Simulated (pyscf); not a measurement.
Single points on ωB97X-D3(BJ)/def2-SVP structures (PySCF, gas phase).

For HS–Si(Cl)(Cl)–Cl + HCl → H₂S + Cl–Si(Cl)(Cl)–Cl, a four-centre exchange (singlet surface; S–Si, Cl–H broken, H–S, Cl–Si formed), PBE/def2-TZVP gives ΔE‡ = 105.5 kJ/mol and ΔE = -31.3 kJ/mol (zero: the separated reactants). In which direction and how far do B3LYP-D3(BJ)/def2-TZVP, PBE0-D3(BJ)/def2-TZVP, ωB97M-D3(BJ)/def2-TZVP move these?

B3LYP-D3(BJ): ΔE‡ = 123.3 kJ/mol, ΔE = -32.9 kJ/mol; PBE0-D3(BJ): ΔE‡ = 112.4 kJ/mol, ΔE = -30.2 kJ/mol; ωB97M-D3(BJ): ΔE‡ = 135.6 kJ/mol, ΔE = -34.9 kJ/mol. PBE's barrier lies under all of them, by 6.9 to 30.1 kJ/mol. Its reaction energy lies among theirs. This is the saddle that the search found; another between the same sides may lie lower.
